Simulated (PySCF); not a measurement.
# A series of derivatives of CH3BH2

Parent skeleton `[BH2:1][CH3:2]`; one hydrogen on atom 1 is replaced by X. Hydrogens on one atom are averaged.

- coordinates at the PBE0-D3(BJ)/def2-SVP level
- shieldings: GIAO PBE0/pcSseg-1
- run in PySCF 2.14
- non-relativistic Hamiltonian, one averaged value for each set of equivalent atoms, one conformer, no solvent

Referencing at the same level of theory: ¹¹B (σref 100.73) against BF3·OEt2; ¹³C (σref 184.41), ¹H (σref 31.27) against TMS.

Parent (X = H): B1 90.2, C2 19.0, H(B1) 7.82, H(C2) 1.38 ppm. Effects are Δδ = δ(X) − δ(H), positive for deshielding.

Known members:
```json
{"X": "OCHF2", "B1": "-35.8", "C2": "-12.9", "H(B1)": "-1.79", "H(C2)": "-0.70"}
```

Four more derivatives gave (Δδ, ppm):
```csv
compound,B1,C2,H(B1),H(C2)
1,-2.8,-3.1,-0.13,-0.22
2,-6.6,-2.5,-0.54,-0.31
3,-38.0,-15.6,-1.86,-0.44
4,-23.4,-10.6,-1.05,-0.20
```

Problem. Their substituents are CF=CF2, CH2CF3, CH2SiH3, N-pyrrolyl. Which is which?

Solution. 1: X = CH2CF3 (CBCC(F)(F)F); 2: X = CH2SiH3 (CBC[SiH3]); 3: X = N-pyrrolyl (CBn1cccc1); 4: X = CF=CF2 (CBC(F)=C(F)F).
